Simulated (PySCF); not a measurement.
Consider hydroxylamine, `NO` (H3NO). Coordinates in Å; atoms count from 1 in this order:
```
N     0.4204   -0.2522    0.1166
O    -0.7556    0.4882   -0.1262
H     1.0883    0.0729   -0.5858
H     0.1925   -1.2085   -0.1633
H    -0.9288    0.9045    0.7244
```

Energies: B3LYP-D3(BJ)/ma-def2-TZVP (PySCF, density fitting, integration grid level 2) on PBE0-D3(BJ)/def2-SVP structures. The prefix ma- adds one diffuse s and one diffuse p function on all atoms but H. Thermal corrections: PBE0-D3(BJ)/def2-SVP frequencies, unscaled, ideal gas at 298.15 K and 1 bar, quasi-RRHO entropy.

**Question.** What are the vertical and the adiabatic ionisation energy for forming the radical cation?

**Answer.** 10.57 eV vertical and 9.09 eV adiabatic, the latter with zero-point energy.

**Question.** Where does the unpaired spin of the relaxed radical cation sit?

**Answer.** N1 (amine nitrogen) 0.68, O2 (hydroxyl oxygen) 0.37 (intrinsic atomic orbital populations).

**Question.** How far is −ε(HOMO) from the vertical value by ΔSCF?

**Answer.** −ε(HOMO) = 7.30 eV, which is 3.27 eV below the ΔSCF value.
